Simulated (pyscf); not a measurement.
PySCF, gas phase, ωB97X-D3(BJ)/def2-SVP geometries.

Q: How much does it cost (ΔH, 298 K, ωB97M-D3(BJ)/def2-TZVP) to split H₃C–Si(CH₃)(CH₃)–O–SiH₃ at its O–Si bond into H₃C–Si(CH₃)(CH₃)–O• + SiH₃•?

A: O–Si to H₃C–Si(CH₃)(CH₃)–O• + SiH₃•: 5.52 eV. The 7 functionals that were run give +5.09 (PBE) to +5.57 eV (ωB97X-D3(BJ)/def2-TZVP). Other isomers of H₃C–Si(CH₃)(CH₃)–O• were not searched in full and may lie lower.
